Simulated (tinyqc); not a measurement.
Inside a calculation. Method: UHF in the sto-6g basis, for NH3+, spin multiplicity 2. One step of it, computed by the program tinyqc.

Task: Iteration 1: diagonalisation and new density. Diagonalise F' = X^T F X, C = X C', fill 5 alpha and 4 beta electrons from the bottom; D(s) = C_occ C_occ^T. Each column has its largest component positive (the first on a tie).

F(alpha) (hartree):
```
             1N 1s      1N 2s     1N 2px     1N 2py     1N 2pz      2H 1s      3H 1s      4H 1s
1N 1s   -20.380562  -4.481517   0.000239   0.000000   0.018374  -0.781720  -0.782957  -0.782957
1N 2s    -4.481517  -3.430607   0.000893   0.000000  -0.134874  -0.997231  -1.003048  -1.003048
1N 2px    0.000239   0.000893  -1.945303   0.000000   0.000087  -0.567279   0.283283   0.283283
1N 2py    0.000000   0.000000   0.000000  -2.591309   0.000000   0.000000  -0.595331   0.595331
1N 2pz    0.018374  -0.134874   0.000087   0.000000  -2.410026   0.287045   0.286101   0.286101
2H 1s    -0.781720  -0.997231  -0.567279   0.000000   0.287045  -1.009235  -0.307221  -0.307221
3H 1s    -0.782957  -1.003048   0.283283  -0.595331   0.286101  -0.307221  -1.018436  -0.291459
4H 1s    -0.782957  -1.003048   0.283283   0.595331   0.286101  -0.307221  -0.291459  -1.018436
```

F(beta) (hartree):
```
             1N 1s      1N 2s     1N 2px     1N 2py     1N 2pz      2H 1s      3H 1s      4H 1s
1N 1s   -20.355873  -4.444956   0.000678   0.000000   0.018814  -0.774689  -0.774227  -0.774227
1N 2s    -4.444956  -3.270802   0.005466   0.000000  -0.130292  -0.959857  -0.954442  -0.954442
1N 2px    0.000678   0.005466  -1.903012   0.000000  -0.000770  -0.558533   0.280069   0.280069
1N 2py    0.000000   0.000000   0.000000  -1.818177   0.000000   0.000000  -0.469276   0.469276
1N 2pz    0.018814  -0.130292  -0.000770   0.000000  -2.367738   0.284373   0.282881   0.282881
2H 1s    -0.774689  -0.959857  -0.558533   0.000000   0.284373  -0.997018  -0.295661  -0.295661
3H 1s    -0.774227  -0.954442   0.280069  -0.469276   0.282881  -0.295661  -0.976696  -0.297244
4H 1s    -0.774227  -0.954442   0.280069   0.469276   0.282881  -0.295661  -0.297244  -0.976696
```

X:
```
            1N 1s      1N 2s     1N 2px     1N 2py     1N 2pz      2H 1s      3H 1s      4H 1s
1N 1s    1.022821  -0.138825   0.000002   0.000000   0.008421   0.017727   0.017722   0.017722
1N 2s   -0.138825   1.230464  -0.000006   0.000000  -0.087957  -0.226064  -0.225959  -0.225959
1N 2px   0.000002  -0.000006   1.083413   0.000000   0.000000  -0.215282   0.107680   0.107680
1N 2py   0.000000   0.000000   0.000000   1.083311   0.000000   0.000000  -0.186348   0.186348
1N 2pz   0.008421  -0.087957   0.000000   0.000000   1.036855   0.095047   0.094993   0.094993
2H 1s    0.017727  -0.226064  -0.215282   0.000000   0.095047   1.143650  -0.038390  -0.038390
3H 1s    0.017722  -0.225959   0.107680  -0.186348   0.094993  -0.038390   1.143570  -0.038430
4H 1s    0.017722  -0.225959   0.107680   0.186348   0.094993  -0.038390  -0.038430   1.143570
```

Give: F' = X^T F X; orbital energies; coefficients C; F' = X^T F X; orbital energies; coefficients C; D(alpha) after iteration 1; D(beta) after iteration 1.

Result:

F' = X^T F X (alpha) (hartree):
```
          1        2        3        4        5        6        7        8
1  -20.1859  -1.8444   0.0000   0.0000   0.0330  -0.1488  -0.1494  -0.1494
2   -1.8444  -2.7357  -0.0005   0.0000  -0.1416  -0.2234  -0.2332  -0.2332
3    0.0000  -0.0005  -1.9352   0.0000   0.0000  -0.1335   0.0670   0.0670
4    0.0000   0.0000   0.0000  -2.6108   0.0000   0.0000  -0.1204   0.1204
5    0.0330  -0.1416   0.0000   0.0000  -2.4155   0.0476   0.0479   0.0479
6   -0.1488  -0.2234  -0.1335   0.0000   0.0476  -0.7235  -0.0394  -0.0394
7   -0.1494  -0.2332   0.0670  -0.1204   0.0479  -0.0394  -0.7109  -0.0398
8   -0.1494  -0.2332   0.0670   0.1204   0.0479  -0.0394  -0.0398  -0.7109
```

orbital energies (alpha) (hartree): MO1 -20.3833, MO2 -2.6784, MO3 -2.6257, MO4 -2.3616, MO5 -1.9562, MO6 -0.7090, MO7 -0.6580, MO8 -0.6563

coefficients C (alpha):
```
            MO1      MO2      MO3      MO4      MO5      MO6      MO7      MO8
1N 1s    1.0031  -0.2103   0.0000   0.1086  -0.0001   0.0643  -0.0100   0.0000
1N 2s   -0.0156   0.9981   0.0000  -0.5395   0.0006  -0.6306   0.0951   0.0000
1N 2px   0.0000   0.0006   0.0000  -0.0001   1.0410  -0.0576  -0.3953   0.0000
1N 2py   0.0000   0.0000   1.0563   0.0000   0.0000   0.0000   0.0000  -0.3566
1N 2pz   0.0006   0.4009   0.0000   0.9429  -0.0002   0.2427  -0.0354   0.0000
2H 1s    0.0033  -0.0672   0.0000   0.0920  -0.0905   0.7882   0.8804   0.0000
3H 1s    0.0034  -0.0628  -0.1131   0.0897   0.0456   0.5764  -0.5813   0.8488
4H 1s    0.0034  -0.0628   0.1131   0.0897   0.0456   0.5764  -0.5813  -0.8488
```

F' = X^T F X (beta) (hartree):
```
          1        2        3        4        5        6        7        8
1  -20.1672  -1.8275  -0.0001   0.0000   0.0325  -0.1496  -0.1498  -0.1498
2   -1.8275  -2.5735   0.0074   0.0000  -0.1387  -0.2209  -0.2162  -0.2162
3   -0.0001   0.0074  -1.8908   0.0000  -0.0013  -0.1337   0.0673   0.0673
4    0.0000   0.0000   0.0000  -1.8020   0.0000   0.0000  -0.1168   0.1168
5    0.0325  -0.1387  -0.0013   0.0000  -2.3725   0.0483   0.0477   0.0477
6   -0.1496  -0.2209  -0.1337   0.0000   0.0483  -0.7213  -0.0386  -0.0386
7   -0.1498  -0.2162   0.0673  -0.1168   0.0477  -0.0386  -0.7019  -0.0398
8   -0.1498  -0.2162   0.0673   0.1168   0.0477  -0.0386  -0.0398  -0.7019
```

orbital energies (beta) (hartree): MO1 -20.3595, MO2 -2.5464, MO3 -2.2916, MO4 -1.9125, MO5 -1.8254, MO6 -0.7032, MO7 -0.6537, MO8 -0.6386

coefficients C (beta):
```
            MO1      MO2      MO3      MO4      MO5      MO6      MO7      MO8
1N 1s    1.0035  -0.1865   0.1420  -0.0030   0.0000   0.0656  -0.0091   0.0000
1N 2s   -0.0178   0.8867  -0.7013   0.0140   0.0000  -0.6381   0.0923   0.0000
1N 2px   0.0000  -0.0086   0.0140   1.0391   0.0000  -0.0623  -0.3992   0.0000
1N 2py   0.0000   0.0000   0.0000   0.0000   1.0355   0.0000   0.0000  -0.4132
1N 2pz   0.0007   0.5595   0.8578  -0.0061   0.0000   0.2447  -0.0359   0.0000
2H 1s    0.0037  -0.0420   0.0932  -0.0866   0.0000   0.7948   0.8764   0.0000
3H 1s    0.0037  -0.0465   0.0990   0.0428  -0.0670   0.5733  -0.5845   0.8537
4H 1s    0.0037  -0.0465   0.0990   0.0428   0.0670   0.5733  -0.5845  -0.8537
```

D(alpha) after iteration 1:
```
          1N 1s    1N 2s   1N 2px   1N 2py   1N 2pz    2H 1s    3H 1s    4H 1s
1N 1s    1.0622  -0.2841  -0.0003   0.0000   0.0187   0.0274   0.0263   0.0263
1N 2s   -0.2841   1.2875   0.0012   0.0000  -0.1086  -0.1168  -0.1111  -0.1111
1N 2px  -0.0003   0.0012   1.0838   0.0000   0.0000  -0.0943   0.0474   0.0474
1N 2py   0.0000   0.0000   0.0000   1.1159   0.0000   0.0000  -0.1195   0.1195
1N 2pz   0.0187  -0.1086   0.0000   0.0000   1.0498   0.0598   0.0594   0.0594
2H 1s    0.0274  -0.1168  -0.0943   0.0000   0.0598   0.0212   0.0084   0.0084
3H 1s    0.0263  -0.1111   0.0474  -0.1195   0.0594   0.0084   0.0269   0.0013
4H 1s    0.0263  -0.1111   0.0474   0.1195   0.0594   0.0084   0.0013   0.0269
```

D(beta) after iteration 1:
```
          1N 1s    1N 2s   1N 2px  1N 2py   1N 2pz    2H 1s    3H 1s    4H 1s
1N 1s    1.0621  -0.2829   0.0005  0.0000   0.0182   0.0251   0.0263   0.0263
1N 2s   -0.2829   1.2786  -0.0029  0.0000  -0.1056  -0.1039  -0.1101  -0.1101
1N 2px   0.0005  -0.0029   1.0801  0.0000   0.0009  -0.0884   0.0463   0.0463
1N 2py   0.0000   0.0000   0.0000  0.0000   0.0000   0.0000   0.0000   0.0000
1N 2pz   0.0182  -0.1056   0.0009  0.0000   1.0488   0.0570   0.0586   0.0586
2H 1s    0.0251  -0.1039  -0.0884  0.0000   0.0570   0.0180   0.0075   0.0075
3H 1s    0.0263  -0.1101   0.0463  0.0000   0.0586   0.0075   0.0138   0.0138
4H 1s    0.0263  -0.1101   0.0463  0.0000   0.0586   0.0075   0.0138   0.0138
```
